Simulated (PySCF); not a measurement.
**Level of theory and adiabatic energies of losing or gaining an electron: acetyl anion**

Structure: `C[C-]=O` ([C2H3O]-).

All levels share the PBE0-D3(BJ)/ma-def2-SVP structures and the PBE0-D3(BJ)/ma-def2-SVP thermal terms; only the single-point energies (PySCF) change. Values are adiabatic energies of losing or gaining an electron (0 K, eV).

| level | detachment energy to the radical | abs. error | time |
| --- | --- | --- | --- |
| HF/ma-def2-TZVP | -0.88 | 1.30 | 2.9 s |
| PBE0-D3(BJ)/6-31G* | -0.85 | 1.28 | 3.6 s |
| PBE0-D3(BJ)/6-31G | -0.70 | 1.12 | 3.2 s |
| PBE0-D3(BJ)/cc-pVDZ | -0.60 | 1.02 | 4.1 s |
| PBE0-D3(BJ)/def2-SVP | -0.52 | 0.94 | 3.9 s |
| PBE0-D3(BJ)/cc-pVTZ | -0.20 | 0.62 | 12 s |
| PBE0-D3(BJ)/def2-QZVP | 0.07 | 0.35 | 38 s |
| M06-L/ma-def2-TZVP (grid 3) | 0.07 | 0.35 | 39 s |
| PBE0-D3(BJ)/def2-SVPD | 0.11 | 0.31 | 7.5 s |
| LC-ωPBE/ma-def2-TZVP | 0.16 | 0.27 | 21 s |
| PBE0-D3(BJ)/ma-def2-SVP | 0.21 | 0.22 | 5.2 s |
| PBE0-D3(BJ)/ma-def2-TZVP | 0.24 | 0.18 | – |
| PBE0-D3(BJ)/6-31+G* | 0.24 | 0.18 | 4.8 s |
| HSE06/ma-def2-TZVP | 0.25 | 0.17 | 24 s |
| OPBE/ma-def2-TZVP | 0.25 | 0.17 | 18 s |
| PBE0-D3(BJ)/aug-cc-pVDZ | 0.32 | 0.11 | 8.4 s |
| ωB97X-D3(BJ)/ma-def2-TZVP | 0.33 | 0.09 | 14 s |
| M06/ma-def2-TZVP (grid 3) | 0.33 | 0.09 | 35 s |
| ATcT 1.112 | 0.42 |  |  |

Times are wall times for all single points of a level on 1 thread of Intel Xeon Platinum 8488C, a shared host; the dash marks the run that also made the structures. HSE06, LC-ωPBE, M06-L, OPBE ran on a slower path of this set-up, which computes the density-fitting integrals anew in every SCF cycle while the other levels store them. So the times needn't show the usual order of cost, and those levels read slower than they are.

Hartree-Fock leaves out electron correlation, so its ionisation energies and electron affinities from energy differences mostly come out too low, often by 1 eV or more, where an electron pair is broken or made.

The spread: 1.21 eV, from -0.88 to 0.33.
